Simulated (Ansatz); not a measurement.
## Relative stability

The two ends of one reaction step of SiNH$_{6}$Cl, closed shell (PBE0-D4/def2-TZVP).

A:

Si1  (-1.268, -0.364, -0.176)
Cl2  (-0.120, -1.726, -1.239)
H3  (-2.136, 0.294, -1.174)
H4  (-2.017, -1.161, 0.818)
N5  (-0.385, 0.834, 0.646)
H6  (2.546, -0.198, -0.338)
H7  (3.184, 0.139, -0.147)
H8  (0.138, 0.602, 1.475)
H9  (0.058, 1.581, 0.135)
(Å)

B:

```xyz
9
angstrom
Si -0.4280 0.1305 0.1286
Cl 1.2185 -2.8226 -2.1652
H -1.1905 0.4569 -1.1010
H -1.0509 -0.9893 0.8752
N -0.3919 1.5133 1.1380
H 1.1802 -1.7881 -1.3981
H 0.9200 -0.3593 -0.3251
H -0.0813 1.4395 2.0929
H -0.1761 2.4190 0.7548
```

Ansatz 0.2.0; basis: def2-TZVPP; cores frozen in the correlated methods. B3LYP uses VWN-RPA correlation.

Which structure is lower at CCSD(T), and by how much? (An estimate is asked for; the value comes from the calculation.)

By the calculation: A, by 85.9 kJ/mol (electronic energy, against the other). By their contacts, A is a complex of SiNH₄Cl ([NH2][SiH2][Cl]) + H₂ and B is a complex of SiNH₅ ([NH2][SiH3]) + HCl.

All methods give the same order:

| method | E(B) − E(A) (kJ/mol) |
| --- | --- |
| SPW92 | 80.7 |
| PBE-D4 | 88.3 |
| BLYP-D4 | 88.4 |
| r2SCAN-D4 | 94.7 |
| B97M-V | 88.2 |
| PBE0-D4 | 88.8 |
| B3LYP-D4 | 88.3 |
| r2SCAN0-D4 | 93.6 |
| BHLYP-D4 | 89.1 |
| CAM-B3LYP-D4 | 85.8 |
| wB97X-V | 90.2 |
| wB97M-V | 92.9 |
| B2PLYP | 88.2 |
| PBE-QIDH | 91.0 |
| RPA on PBE | 82.4 |
| HF | 84.9 |
| MP2 | 95.0 |
| CCSD | 83.6 |
| CCSD(T) | 85.9 |

T1 diagnostic: at most 0.009.

Labels in which every atom is bracketed show which atoms are joined, not bond orders.

For scale, one of the runs: CCSD(T)/def2-TZVPP, 199 basis functions, launched by `ansatz run in.yaml --threads 2 --pin off --events-out ev --progress --plain --max-ram 4352MiB`. Hardware: 2 CPU threads of an Arm Neoverse V1, shared host. Wall time 53 s; peak host memory 2.2 GiB.
